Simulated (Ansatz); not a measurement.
**BSiH (singlet): from Hartree-Fock to the top rungs at a displaced geometry (v1), 6-31G**

An exercise on one series of results from a longer session: the logs are not shown, and one member is left open.

The runs use Ansatz 0.2.0, Gaussian basis; 6-31G, core rule «outside noble gas», up to 6 orbitals frozen.

The runs, in order: UHF; CCSD(T) on RHF; CCSD(T) on UHF; BCCD(T) on RHF; CISD; CCSDT(Q) on RHF; CCSDT(Q) on UHF; CCSDTQ on RHF; CCSDTQ on UHF; CASSCF and MRCISD+Q, 8 electrons in 9 orbitals; CASSCF and NEVPT2, 8 electrons in 9 orbitals; Full CI.

14 further runs of the same task are left out: 5 that didn't finish, 9 set aside as unsound or not needed.

**The geometry**

The geometry is a PBE0/def2-TZVP stationary point (not a proven minimum) with its atoms shifted at random (size 0.040 Å).

3 atoms, charge 0, spin multiplicity 1.

Atoms are counted from 1 here; the program's logs count them from 0.

Bond lengths: Si1–B2 1.906 Å, B2–H3 1.231 Å. Angles: Si1–B2–H3 176.0°.

The first run:

File in.yaml:

```yaml
crystal:
  periodic: [false, false, false]
  atoms:
    - {symbol: Si, position_ang: [-0.015433, -0.009008, 1.680394]}
    - {symbol: B, position_ang: [-0.016266, -0.025151, -0.225907]}
    - {symbol: H, position_ang: [0.031698, 0.034159, -1.454487]}
basis:
  gaussian: {orbitals: 6-31G}
magnetization: {spin_polarized: true, initial_magnetization: 0}
hamiltonian: {xc: hf}
output: {orbitals: {seedname: orbitals}}
```

Command:

```sh
$ ansatz run in.yaml --threads 1 --pin off --events-out ev --progress --plain --max-ram 2393MiB
```

Among the steps run: UHF; CCSD(T) on RHF; CCSD(T) on UHF; BCCD(T) on RHF; CISD; CCSDT(Q) on RHF; CCSDT(Q) on UHF; CCSDTQ on RHF; CCSDTQ on UHF; CASSCF and MRCISD+Q, 8 electrons in 9 orbitals; CASSCF and NEVPT2, 8 electrons in 9 orbitals; Full CI.

One of the session's tables, all rows but one given; the rest of the session is left out.

| method | from FCI (meV) |
| --- | --- |
| RHF | +3327.8 |
| RMP2 | ? |
| CISD | +415.6 |
| RCCSD | +202.2 |
| RCCSD(T) | +108.5 |
| BCCD(T) | +109.7 |
| RCCSDT | +53.4 |
| RCCSDT(Q) | +14.1 |
| RCCSDTQ | +2.4 |
| CASSCF valence | +791.7 |
| NEVPT2 valence | +232.2 |
| MRCISD valence | +19.5 |
| MRCISD+Q valence | +2.8 |
| FCI | 0 |

**Question.** Estimate the row for RMP2.

As computed: from FCI (meV): +960.4. In the column «from FCI (meV)» it lies between CASSCF valence (+791.7) and RHF (+3327.8).

Left out of the table: UHF, UMP2, UCCSD, UCCSD(T), UCCSDT, UCCSDT(Q), UCCSDTQ (another determinant or state than the rows shown).

Limits of these values: The report flags that the cluster equations may have other roots. The program flags RCCSDT(Q), RCCSDTQ as in doubt, so those rows may rest on another solution; read them beside their warnings.
